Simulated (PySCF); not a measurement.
SiF₄, SMILES F[Si](F)(F)F.

The structure is a stationary point at ωB97X-D3(BJ)/def2-SVP. The isomer is the one that the SMILES or the coordinates give; other isomers of the formula were not compared.

Method: TDA-ωB97X/def2-SVPD run with PySCF 2.14.0.

Vertical excitations; the highest root listed may be one member of a degenerate set. Isolated molecule, no solvent. State labels are in the subgroup D2.

```csv
state,symmetry,energy (eV),λ (nm),f,main pairs
S1,B1,11.27,110,0.000,HOMO−2→LUMO (degenerate set)
S2,B3,11.27,110,0.000,HOMO→LUMO (degenerate set)
S3,B2,11.27,110,0.000,HOMO−1→LUMO (degenerate set)
S4,A,12.35,100,0.000,HOMO−7→LUMO (degenerate set)
S5,A,12.35,100,0.000,HOMO−6→LUMO (degenerate set)
S6,B1,12.41,100,0.266,HOMO−5→LUMO (degenerate set)
S7,B2,12.41,100,0.266,HOMO−4→LUMO (degenerate set)
S8,B3,12.41,100,0.266,HOMO−3→LUMO (degenerate set)
S9,A,13.61,91,0.000,"HOMO−1→LUMO+2 25 %, HOMO→LUMO+3 25 %, HOMO−2→LUMO+1 25 %"
S10,B3,13.74,90,0.000,"HOMO−8→LUMO 55 %, HOMO−2→LUMO+2 13 %, HOMO−1→LUMO+1 13 %"
T1,B3,10.91,114,0,HOMO→LUMO (degenerate set)
T2,B1,10.91,114,0,HOMO−2→LUMO (degenerate set)
T3,B2,10.91,114,0,HOMO−1→LUMO (degenerate set)
T4,B2,11.72,106,0,HOMO−4→LUMO 75 %
```
Triplets are in the Tamm–Dancoff approximation.
